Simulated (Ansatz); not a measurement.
A made-up structure of CH3MgO (charge +1), closed shell:

```xyz
6
angstrom
O -0.1907 0.1611 -0.5381
C -1.1157 -0.7007 -0.6199
Mg 1.0669 0.1938 1.3255
H -1.6907 -0.6909 -1.5103
H -0.1263 0.7327 -1.3191
H 2.0040 0.2267 2.7007
```

It is relaxed with PBE-D4/def2-SVP and then PBE0-D4/def2-TZVP (Ansatz 0.2.0). Atoms count as bonded within 1.22 times the sum of their covalent radii (H–H: 0.88 Å). The end point is not checked to be a true minimum.

Does its bonding change? (A judgement: the text doesn't fix the answer.)

By the calculation: Yes. Formed: C2–Mg3; broken: O1–Mg3.

Where it ends: The first stage lowers the energy by 1.72 eV in 13 steps. It ends as CH₃MgO ([OH][CH][MgH]), total charge +1:
```
6
angstrom
O -0.1350 0.6893 -1.2608
C -0.4279 -0.1752 -0.3821
Mg 0.7814 -0.2098 1.5129
H -1.2701 -0.8251 -0.6709
H -0.6774 0.6812 -2.0761
H 1.6764 -0.2378 2.9159
```

Labels in which every atom is bracketed show which atoms are joined, not bond orders.

For scale, one of the runs: PBE0-D4/def2-TZVP relaxation, 112 basis functions, launched by `ansatz run in.yaml --threads 2 --pin off --events-out ev --progress --plain --max-ram 4352MiB`. Hardware: 2 CPU threads of an Intel Xeon Platinum 8259CL, shared host. Wall time about 13 s.
